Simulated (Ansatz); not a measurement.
## Ansatz (development build ahead of 0.2.0) run

```yaml
crystal:
  periodic: [false, false, false]
  atoms:
    - { symbol: H, position_ang: [0.0, 0.37, 2.8] }
    - { symbol: H, position_ang: [0.0, -0.37, 2.8] }
    - { symbol: Li, position_ang: [1.34, 0.0, 0.0] }
    - { symbol: Li, position_ang: [-1.34, 0.0, 0.0] }
basis:
  gaussian: { orbitals: def2-SVP }
hamiltonian:
  xc: hf
```

The input is written out in the form of the current development build from the run's settings.

The run gave:

| Quantity | Value |
| --- | --- |
| Converged | yes |
| Total energy | -15.97133 hartree |
| Spin squared of the determinant | 0.000 |
